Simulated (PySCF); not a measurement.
# The bond of LiS, level by level

One job finds the state of LiS, follows it along the bond with each method and fits the curves.

The runs use PySCF 2.14.0; Li pcseg-1, S pcseg-1, no relativity.

## (1) Input

Settings of the job:

```json
{"atoms": "Li, S", "charge": "0", "basis": "Li pcseg-1, S pcseg-1", "Hamiltonian": "no relativity", "basis functions": "27", "electrons treated": "19", "masses in u": "7.0160, 31.9721", "levels": "PBE0, PBE, r²SCAN, BP86, TPSSh, B97-3, LC-ωPBE, HF, MP2, SCS-MP2, CCSD, CCSD(T)", "grid": "80 radial by 434 angular points", "occupations": "held fixed by the projection of orbital angular momentum", "dissociation limit": "Li + S, each in its ground configuration", "starting distance in angstrom": "2.270", "values of 2S to try": "1, 3"}
```

Launch:

```bash
OMP_NUM_THREADS=1 python dia.py task.json out
```

The runs that follow: The PBE0 curve of the state that the search chose; Excited determinants; PBE (GGA); r²SCAN (meta-GGA); BP86; TPSSh; B97-3 (global hybrid GGA); LC-ωPBE; UHF (mean field); Correlated methods on the Hartree–Fock reference.

Before running it: what results should come out? Wanted: for each run, Re; ωe; De; μ.

The runs gave:

Lowest PBE0 solution found, without spin–orbit coupling: ²Π (doublet), unpaired electrons π ↑. State 2 has its PBE0 minimum 0.68 eV higher. The other levels ran on the lowest alone.

```
      level  Re (Å)  ωe (cm⁻¹)  De (eV)  μ (D)
        UHF   2.183        573     1.98  -7.82
    UHF-MP2   2.182        568     2.63    n/a
UHF-SCS-MP2   2.184        566     2.61    n/a
   UHF-CCSD   2.183        565     2.59    n/a
UHF-CCSD(T)   2.185        563     2.62    n/a
        PBE   2.169        563     3.15  -6.97
       BP86   2.178        556     3.19  -7.08
     r²SCAN   2.177        564     3.19  -7.40
      TPSSh   2.169        568     3.14  -7.25
       PBE0   2.161        575     3.08  -7.26
      B97-3   2.165        573     3.24  -7.36
    LC-ωPBE   2.152        587     3.05  -7.51
```

De is counted to Li + S in their ground configurations. A positive dipole means Li(−)S(+).

Differences from CCSD(T) in the same basis:

```
      level  Re (mÅ)  ωe (%)
        UHF       -2    +1.9
    UHF-MP2       -3    +1.0
UHF-SCS-MP2       -1    +0.7
   UHF-CCSD       -2    +0.5
        PBE      -16    +0.1
       BP86       -8    -1.2
     r²SCAN       -8    +0.2
      TPSSh      -16    +1.0
       PBE0      -24    +2.2
      B97-3      -20    +1.9
    LC-ωPBE      -33    +4.4
```

In words: Judged by CCSD(T) in the same basis: best bond length UHF-SCS-MP2 (-1 mÅ), worst LC-ωPBE (-33 mÅ); best wavenumber PBE (+0.1 %), worst LC-ωPBE (+4.4 %). CCSD(T) in a basis this small is itself some way from its limit, more so than the functionals. Among the levels with a De in the table, it runs from 1.98 eV (UHF) to 3.24 eV (B97-3).

Correlated steps freeze 5 core orbitals.
